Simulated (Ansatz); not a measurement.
**B₂+ (doublet): B2PLYP, PBE-QIDH over a scan of the distance B1–B2, cc-pVTZ**

Aim: run B₂+ (doublet) with these functionals over a scan of the distance B1–B2, and hold them against the top wave-function level at the same points.

Program: Ansatz 0.2.0, Gaussian basis. Level of theory: cc-pVTZ, all electrons in the functionals, frozen cores in the correlation of double hybrids and RPA. These are calculated values, not measurements.

Plan: B2PLYP, PBE-QIDH, at 1.338 Å; 1.563 Å; 1.704 Å; 1.832 Å; 2.057 Å; 2.350 Å; 2.663 Å; 3.089 Å; 3.796 Å; 4.621 Å; 5.909 Å.

16 further runs of the same task are left out: 13 that didn't finish, 3 set aside as unsound or not needed. Runs told in other sessions of the task aren't counted.

## 1. What is computed

The geometry derives from a PBE0/def2-TZVP stationary point (not a proven minimum). One bond is set to the value named and the two fragments are kept rigid.

2 atoms, charge 1, spin multiplicity 2.

Atoms are counted from 1 here; the program's logs count them from 0.

Bond lengths: B1–B2 1.704 Å.

No dispersion term is added.

The geometry shown and the zero of energy belong to the point 1.704 Å. The yardstick, FCI, and other wave-function levels (R restricted, U unrestricted, valence and pair active spaces) come from earlier runs.

## 2. B2PLYP, 1.338 Å

File in.yaml:

```yaml
crystal:
  periodic: [false, false, false]
  atoms:
    - {symbol: B, position_ang: [0.000000, 0.000000, 0.000000]}
    - {symbol: B, position_ang: [0.000000, 0.000000, 1.338000]}
basis:
  gaussian: {orbitals: cc-pVTZ}
total_charge: 1
magnetization: {spin_polarized: true, initial_magnetization: 1}
hamiltonian: {xc: {name: B2PLYP}}
correlation: {electrons: outside_noble_gas}
```

Launch:

```console
> ansatz run in.yaml --threads 1 --pin off --events-out ev --progress --plain --max-ram 2393MiB
```

After this run come: B2PLYP, 1.563 Å; B2PLYP, 1.704 Å; B2PLYP, 1.832 Å; B2PLYP, 2.057 Å; B2PLYP, 2.350 Å; B2PLYP, 2.663 Å; B2PLYP, 3.089 Å; B2PLYP, 3.796 Å; B2PLYP, 4.621 Å; B2PLYP, 5.909 Å; PBE-QIDH, 1.338 Å; PBE-QIDH, 1.563 Å; PBE-QIDH, 1.704 Å; PBE-QIDH, 1.832 Å; PBE-QIDH, 2.057 Å; PBE-QIDH, 2.350 Å; PBE-QIDH, 2.663 Å; PBE-QIDH, 3.089 Å; PBE-QIDH, 3.796 Å; PBE-QIDH, 4.621 Å; PBE-QIDH, 5.909 Å.

Q: Predict the results of all the runs planned. Wanted: span of the FCI curve; largest miss, B2PLYP; largest miss, PBE-QIDH.

As calculated:

| quantity | value |
| --- | --- |
| span of the FCI curve | 2.597 eV |
| largest miss, B2PLYP | -0.556 eV (5.909 Å) |
| largest miss, PBE-QIDH | -0.175 eV (1.563 Å) |

In words: Of the functionals, PBE-QIDH keep the smallest largest miss at the points compared (at most 0.175 eV) and B2PLYP strays most (0.556 eV, at 5.909 Å). B2PLYP, PBE-QIDH clearly break the spin symmetry at some points (⟨S²⟩ up to 0.95 above the pure value), so energy there is bought with a mixed spin. Functionals and the yardstick converge differently with the basis, so part of each miss in cc-pVTZ is the basis.
